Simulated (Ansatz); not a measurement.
fcc Ni

All values below come from LDA in Ansatz (plane waves, PAW).

Run with plane-wave cutoff 500 eV, 30×30×20 k mesh (along the axes of the cell as run), Fermi–Dirac smearing 0.1 eV, no spin polarisation, no spin polarisation, scalar-relativistic PAW data made under PBE.

Cell (relaxed at this level):

```
CELL_PARAMETERS angstrom
      2.41910     0.00000     0.00000
      0.00000     2.41910     0.00000
      0.00000     0.00000     3.42112
ATOMIC_POSITIONS crystal
  Ni 0.00000 0.00000 0.00000
  Ni 0.50000 0.50000 0.50000
```

* **volume per atom**: 10.01 Å³/atom
* **lattice parameter a**: 3.421 Å

Measured, for comparison: equilibrium volume per atom 10.79 Å³/atom, lattice constant a 3.508 Å (static lattice: zero-point anharmonic expansion removed; as tabulated in Mejia-Rodriguez and Trickey (2018), arXiv:1807.09216). Computed (rounded) less measured: equilibrium volume per atom -7.2 %, lattice constant a -2.5 %.

It cost about 4 core-minutes (a rough figure) of CPU time.

Ansatz is a program for electronic structure.
